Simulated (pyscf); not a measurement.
A first-order saddle from PySCF, ωB97X-D3(BJ)/def2-SVP:

```xyz
5

Cl    -1.1914     0.5122     0.6080
Zn     1.0121     0.1987    -0.0515
Cl     2.9669     0.5424     0.6606
Cl    -0.0640    -0.6916    -1.9057
H     -1.0465    -0.1631    -0.8016
```

Surface: singlet, charge 0. Lowest wavenumbers (cm⁻¹): 645i, 89, 97, 232, 376.

Question: Name the species on either side of this saddle.

Answer: Cl–Zn–Cl + hydrogen chloride (HCl) <-> hydrogen chloride (HCl) + Cl–Zn–Cl, a four-centre exchange read from left to right: Cl–Zn, Cl–H broken and Cl–H, Cl–Zn formed. At ωB97M-D3(BJ)/def2-TZVP it lies +3.6 kcal/mol from the left side and +3.6 kcal/mol from the right (each side as separated species at their lowest minima found). On the reactant side the descent ends in an adduct with a Cl–Zn contact, 7.8 kcal/mol under the separated species and 8.8 kcal/mol under the saddle at ωB97X-D3(BJ)/def2-TZVP. On the product side the descent ends in an adduct with a Cl–Zn contact, 7.8 kcal/mol under the separated species and 8.8 kcal/mol under the saddle at ωB97X-D3(BJ)/def2-TZVP. What is counted as formed (Cl–Zn) is already present as a longer contact in the reactant adduct; forming that adduct is a step of its own. What is counted as broken (Cl–Zn) persists as a longer contact in the product adduct; parting that adduct is a step of its own. At ωB97X-D3(BJ)/def2-TZVP the barrier from the zero used here is 0.9 kcal/mol. One saddle was located; it need not be the lowest between these sides. Elements up to Kr have no core potential and no relativistic terms here.
